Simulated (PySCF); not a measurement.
Compound: C3H8N (doublet state).
Cartesian coordinates in Å at the GFN2-xTB level; atoms count from 1:
```
atom  x, y, z in Å
C1    -1.7602   -0.2558   -0.2965
C2    -0.4247   -0.3488    0.3294
C3     0.7125    0.4751   -0.1340
N4     1.9543    0.0531    0.4951
H5    -2.2455   -1.2328   -0.3298
H6    -1.6918    0.1412   -1.3084
H7    -2.4265    0.4032    0.2751
H8    -0.3039   -0.9034    1.2424
H9     0.7514    0.4553   -1.2433
H10    0.5632    1.5350    0.1418
H11    2.1382   -0.9225    0.2869
H12    2.7341    0.5998    0.1475
```

The geometry is computed with GFN2-xTB (gas phase). This method treats the open shell by occupation alone, without spin polarisation.

Masses are those of the commonest isotopes; rigid-rotor values at the optimised geometry. The values belong to one conformer with, in the numbering `[CH3:1][CH:2][CH2:3][NH2:4]`, C1–C2–C3–N4 -171°, C2–C3–N4–H 59° and 178°.

**Question.** What are A, B and C (MHz)?

**Answer.** Ia = 17.28, Ib = 133.36, Ic = 142.44 u·Å²; 505379 MHz·u·Å²/I gives A = 29249, B = 3790, C = 3548 MHz.

**Question.** Classify the top.

**Answer.** A near-prolate asymmetric top: κ = (2 × 3790 − 29249 − 3548)/(29249 − 3548) = -0.98.

**Question.** Is it planar, by Δ = Ic − Ia − Ib?

**Answer.** Not planar: Δ = Ic − Ia − Ib = -8.20 u·Å². For a rigid frame Δ = −2 Σ m c², so Σ m c² = 4.10 u·Å² lies off the ab plane: 3.95 from hydrogen and 0.15 from heavier atoms. The atom farthest from that plane is 0.95 Å away.

**Question.** Give the other two planar moments, Paa and Pbb, and the rms extents of the mass along the axes.

**Answer.** Paa = Σ m a² = (Ib + Ic − Ia)/2 = 129.26 and Pbb = Σ m b² = (Ia + Ic − Ib)/2 = 13.18 u·Å². With the mass M = 58.07 u, the rms extents √(P/M) along a, b and c are 1.49, 0.48, 0.27 Å.

For this open shell read J as N, the rotation without spin; fine and hyperfine splittings come on top. Whether it is a minimum is left open (no frequencies). Constants of a rigid frame at the computed geometry: no zero-point averaging, no centrifugal distortion.
